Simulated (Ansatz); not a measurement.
# What a trial cell of SiCl relaxes into

All numbers below come from Ansatz, DFT PBE, scalar-relativistic, plane waves, PAW. Cutoff 420 eV, Γ-centred k mesh, Gaussian smearing, no spin polarisation in the final step.

The start puts SiCl on the CuAu (L1_0) structure type (P4/mmm, No. 123), with Si in place of Cu, Cl in place of Au, at a guessed volume.

```xyz
2
Lattice="3.1935 0.0000 0.0000 0.0000 3.1935 0.0000 0.0000 0.0000 4.1858" Properties=species:S:1:pos:R:3 pbc="T T T"
Si    1.5968    1.5968    2.0929
Cl    0.0000    0.0000    0.0000
```

Cell and atoms relax at zero pressure; the relaxation can't lower the symmetry of the start.

Formation energies are uncorrected and refer to the elements' standard structures at the same level (Cl₂ as a molecule).

**Question.** Describe the relaxed structure.

**Answer.** It keeps P4/mmm (No. 123). The result has the CuAu (L1_0) structure. Conventional cell: a = 3.060 Å, c = 4.165 Å. Si is coordinated by 8 Cl at 3.00 Å and 4 Si at 3.06 Å; around Cl lie 8 Si at 3.00 Å and 4 Cl at 3.06 Å.

Space group P4/mmm (No. 123). a = 3.060 Å, b = 3.060 Å, c = 4.165 Å, α = 90.00°, β = 90.00°, γ = 90.00°
```json
{"atom": "Si", "site": "1d", "symmetry": "4/mmm", "x": "0.5000", "y": "0.5000", "z": "0.5000"}
{"atom": "Cl", "site": "1a", "symmetry": "4/mmm", "x": "0.0000", "y": "0.0000", "z": "0.0000"}
```

**Question.** What are its volume, energy, density and gap?

**Answer.** The volume per atom is 19.50 Å³, the density is 2.70 g/cm³ and the energy over the elements is 0.48 eV/atom. The gap on the 18×18×14 mesh is 0 eV (a metal).

The final run used a 18×18×14 mesh on its 2-atom cell and 0.10 eV smearing. For metals, differences of a few meV/atom aren't resolved. Symmetry constrained the relaxation, so the result can be a saddle point.

Cost: 3 runs of about 0.98 core-minutes in all, on Intel Xeon 6975P-C (Granite Rapids) (shared hosts).